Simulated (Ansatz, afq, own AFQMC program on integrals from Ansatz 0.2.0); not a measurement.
Two steps: Ansatz 0.2.0 writes the Fock matrix and Cholesky factors of the valence space, and afq projects on them the lowest state that overlaps trial and start.

```yaml
crystal:
  periodic: [false, false, false]
  atoms:
    - {symbol: N, position_ang: [0.000000, 0.000000, 0.000000]}
    - {symbol: H, position_ang: [0.590343, 0.592302, 0.590214]}
    - {symbol: H, position_ang: [-0.592921, -0.588246, 0.591684]}
    - {symbol: H, position_ang: [-0.588983, 0.589598, -0.594267]}
    - {symbol: H, position_ang: [0.591561, -0.593654, -0.587631]}
basis:
  gaussian: {orbitals: 6-31G}
total_charge: 1
magnetization: {spin_polarized: false}
correlation: {method: ccsd_t, electrons: outside_noble_gas, hamiltonian_folder: ham}
```

```sh
$ ansatz run in.yaml --threads 1 --pin off --events-out ev --progress --plain --max-ram 1843MiB
```

Options of the walk:

```
--method phaseless --trial cisd --walkers 200 --populations 1 --least-time 40 --time-step 0.005 --steps-per-block 50 --equilibration-blocks 28 --max-blocks 300 --target-error 0.00034 --factor-cut 1e-05 --seed 7313 --release-times 0.24,0.51,0.99,1.62,2.4 --release-step 0.03 --release-every 4 --taylor-order 6
```

Times are imaginary, in 1/Eh. The walk had a cap of 269 s.

Log:

```
orbitals 16  electrons 4 4  factors 107 of 260
reference energy -56.51604988 Eh
CCSD correlation -0.13262408 Eh in 8 cycles, weight of the determinant in the CISD state 0.9513
energy of the start -56.648674 Eh
 block  time / (1/Eh)  mean weight  energy / Eh
     1     0.250  1.0001  -56.647487
     2     0.500  0.9998  -56.648104
     3     0.750  0.9999  -56.649438
     4     1.000  1.0002  -56.650102
     5     1.250  0.9993  -56.649703
    10     2.500  1.0000  -56.649972
    29     7.250  1.0006  -56.649331
    49    12.250  1.0003  -56.649400
    61    15.250  0.9991  -56.648630
    69    17.250  0.9999  -56.649849
    89    22.250  1.0003  -56.649968
   109    27.250  1.0003  -56.653192
   129    32.250  1.0004  -56.648979
   149    37.250  0.9999  -56.650134
   169    42.250  1.0005  -56.651767
   185    46.250  1.0001  -56.651564
blocks merged  error / Eh  count
     1  0.000146  160
     2  0.000163  80
     4  0.000178  40
     8  0.000185  20
    16  0.000166  10
released: time / (1/Eh)  energy / Eh  error  mean overlap
  0.24  -56.650383  0.000151  1.0043
  0.51  -56.650584  0.000124  0.9989
  0.99  -56.650379  0.000100  0.9918
  1.62  -56.650528  0.000131  0.9822
  2.40  -56.650319  0.000132  0.9874
energy -56.650449 +/- 0.000185 Eh
(rows thinned)
```

The run passed its tests (sampling time, drift between the halves within three errors, error under three times the target), which doesn't prove that it has relaxed.

Against this walk (error 5.0 meV) on the same determinant: CCSD(T) 12.2 meV higher, CCSDT(Q) 1.7 meV higher (within the noise), CCSDTQ 1.9 meV higher (within the noise), full CI 1.6 meV higher (within the noise). The error is statistical and leaves out the bias of the constraint. Released to 2.40 1/Eh the energy moves by 4 ± 6 meV (both errors), within twice the noise.

Cautions: constraint bias not in the error.

The walk took 49 s on 1 thread of Intel(R) Xeon(R) 6975P-C (Granite Rapids) (shared host). The log's last line is the phaseless energy.

CCSDT and higher add their correlation energy to the determinant of the CCSD(T) run, since their own runs factorise the integrals more tightly (a shift of under 2 meV). A walk keeps the symmetry of its determinant, which the program's search chose and which needn't be the lowest solution, so a lower state of the same spin and another symmetry isn't excluded.
